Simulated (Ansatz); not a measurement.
Relaxation of C$_{4}$H$_{10}$O$_{2}$ (16 atoms, charge 0, multiplicity 1), to a largest force component of 0.015 eV/Å in at most 40 steps.

Method: RKS PBE0-D4/def2-SVP (Ansatz).

```xyz
16
Properties=species:S:1:pos:R:3
C -1.227 -1.454 1.323
O -0.383 -1.527 0.214
C 0.260 -0.292 -0.075
C 1.369 -0.569 -1.175
O -0.638 0.689 -0.505
C -0.164 2.038 -0.310
H -1.684 -2.392 1.505
H -0.706 -1.068 2.205
H -2.083 -0.696 1.122
H 0.825 0.029 0.869
H 1.954 -1.399 -0.870
H 0.795 -0.871 -2.072
H 1.849 0.328 -1.426
H 0.018 2.227 0.766
H -0.945 2.697 -0.635
H 0.739 2.238 -0.890
```

Q: Where does it end, and by what steps?

A: The run converged. After 4 steps the energy has fallen by 0.458 eV; H15 moved furthest, 0.13 Å.

| step | energy less start (eV) | largest force component (eV/Å) | accepted |
| --- | --- | --- | --- |
| 0 | 0.0000 | 4.120 | yes |
| 1 | -0.3800 | 1.478 | yes |
| 2 | -0.4518 | 0.266 | yes |
| 3 | -0.4572 | 0.096 | yes |
| 4 | -0.4578 | 0.013 | yes |

```xyz
16
Properties=species:S:1:pos:R:3
C -1.249 -1.370 1.285
O -0.364 -1.467 0.204
C 0.319 -0.303 -0.080
C 1.316 -0.606 -1.175
O -0.607 0.678 -0.472
C -0.198 1.995 -0.275
H -1.695 -2.362 1.437
H -0.722 -1.074 2.214
H -2.051 -0.638 1.092
H 0.842 0.065 0.838
H 2.018 -1.385 -0.847
H 0.773 -0.964 -2.061
H 1.890 0.292 -1.446
H 0.062 2.195 0.784
H -1.033 2.651 -0.557
H 0.677 2.271 -0.896
```

Time of the run: 27 s on 2 threads of Arm Neoverse V2, with other jobs on the host, peak memory 0.36 GiB.
